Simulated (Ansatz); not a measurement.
Input for Ansatz (development build ahead of 0.2.0):

```yaml
crystal:
  periodic: [false, false, false]
  atoms:
    - { symbol: S, position_ang: [0.0, 0.0, 0.0] }
    - { symbol: S, position_ang: [0.61131, 0.81508, 1.7647] }
basis:
  gaussian: { orbitals: STO-3G }
hamiltonian:
  xc: hf
correlation:
  method: fci
  frozen_orbitals: { S: 5 }
```

The input is written out in the form of the current development build from the run's settings.

Output:

| Quantity | Value |
| --- | --- |
| Converged | yes |
| Total energy | -786.37015 hartree |
| State | lowest singlet root, of any spatial symmetry |

Caution: another spin multiplicity may lie lower.
